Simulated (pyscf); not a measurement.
H₂N–SiH₂–NH₂ + SiH₄ -> H₂N–SiH₂–NH–SiH₃ + H₂, a four-centre exchange (singlet surface; H–N, H–Si broken, N–Si, H–H formed). Structures and frequencies: ωB97X-D3(BJ)/def2-SVP in PySCF. Energies in kcal/mol from the separated reactants.

Small-basis levels: PySCF, no dispersion term, spherical d functions. AM1 to PM7: differences of heats of formation from MOPAC. GFN2-xTB: tblite. Cost: rough CPU time at the saddle relative to B3LYP/6-31G*, from one job on a shared machine.

```
level                   barrier  reaction energy        cost
----------------------  -------  ---------------  ----------
HF/3-21G                   55.7             -9.2        0.06
MP2/6-31G*                 51.9            -10.8         0.1
BP86/6-31G*                41.8             -5.6           2
B3LYP/3-21G                41.6             -8.2         0.8
B3LYP/LANL2DZ              54.0             +0.6         0.7
M06-2X/6-31G*              43.4             -9.2           2
B3LYP/6-311+G**            50.1             -2.9           2
B3LYP/def2-SVP             45.5             -4.1           1
GFN2-xTB                   36.8             -1.5  under 0.02
PM3                        42.4            -35.2  under 0.02
PM6                        26.9            -46.4  under 0.02
PM7                         [?]            -56.0  under 0.02
ωB97M-D3(BJ)/def2-TZVP      [?]             -7.6           –
```

**Question.** What belongs in the gaps?

**Answer.** 
- PM7, barrier: 45.0
- ωB97M-D3(BJ)/def2-TZVP, barrier: 43.1

Against the last row the barrier runs from -16.1 (PM6) to +12.6 kcal/mol (HF/3-21G). ωB97M-D3(BJ)/def2-TZVP has limits of its own. At the saddle there is also a short H–Si contact that neither side keeps. One saddle was located; it need not be the lowest between these sides.
